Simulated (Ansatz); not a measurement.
Geometry optimisation, RKS r2SCAN-D4/def2-SVP (Ansatz 0.2.0).

The input (input.yaml):

```yaml
crystal:
  periodic: [false, false, false]
  atoms:
    - { symbol: B, position_ang: [-0.87049, 0.30423, -0.6349] }
    - { symbol: C, position_ang: [-0.04072, 0.08543, 0.5244] }
    - { symbol: S, position_ang: [1.15896, -1.23451, 0.69829] }
    - { symbol: H, position_ang: [-1.66283, 1.21404, -0.62822] }
    - { symbol: H, position_ang: [-0.80194, -0.35574, -1.63217] }
    - { symbol: H, position_ang: [-0.07641, 0.64584, 1.46204] }
    - { symbol: H, position_ang: [0.41068, -2.23462, 1.24199] }
total_charge: -1
basis:
  gaussian: { orbitals: def2-SVP }
hamiltonian:
  xc: r2scan
  dispersion: d4
relax:
  f_tol: 0.015
  max_steps: 40
output:
  orbitals: {}
```

Command:

```bash
$ ansatz run input.yaml --threads 1 --pin off --max-ram 2048MiB --backend cpu --events-out ev --progress --plain --runs-dir out
```

**Question.** Where does it end, and by what steps?

**Answer.** It converged. Limits of this set-up: an anion without diffuse functions, the dipole of an ion depends on the origin. After 6 steps the energy has fallen by 0.056 eV; H7 moved furthest, 0.20 Å.

```
step  energy less start (eV)  largest force component (eV/Å)  accepted
   0                  0.0000                           0.571       yes
   1                 -0.0291                           0.390       yes
   2                 -0.0482                           0.256       yes
   3                 -0.0499                           0.146       yes
   4                 -0.0551                           0.050       yes
   5                 -0.0554                           0.023       yes
   6                 -0.0557                           0.015       yes
```

```xyz
7
Properties=species:S:1:pos:R:3
B -0.880 0.332 -0.651
C -0.104 0.011 0.545
S 1.139 -1.277 0.620
H -1.631 1.315 -0.651
H -0.826 -0.330 -1.687
H -0.123 0.619 1.466
H 0.541 -2.246 1.389
```

Whether the end is a true minimum wasn't checked by a vibrational analysis.

The run took 9.6 s on 1 thread of Intel(R) Xeon(R) 6975P-C (Granite Rapids), on a shared host, peak memory 0.15 GiB.
